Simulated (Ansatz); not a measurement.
LiCl (rock salt): values from a third-order Birch-Murnaghan fit to a volume scan beside measured ones. Computed values: PBE (plane waves to 420 eV, PAW, scalar-relativistic; Ansatz, an electronic-structure program). LiCl was relaxed with its symmetry unable to fall.

```json
[
 {"quantity": "Lattice constant a (Å)", "reference": "5.07", "kind": "measured, corrected to the static lattice", "PBE": "5.150", "difference": "+1.6 %"},
 {"quantity": "Bulk modulus B₀ (GPa)", "reference": "38.7", "kind": "measured, corrected to the static lattice", "PBE": "31.8", "difference": "-17.9 %"}
]
```

PBE overestimates the lattice constant a by 1.6 %. PBE underestimates the bulk modulus B₀ by 17.9 %.

References as given in: Daniel Mejia-Rodriguez, S. B. Trickey, Physical Review B (2018), arXiv:1807.09216.

(Under strain, the slope of the energy per volume gives the stress and its curvature an elastic modulus.)
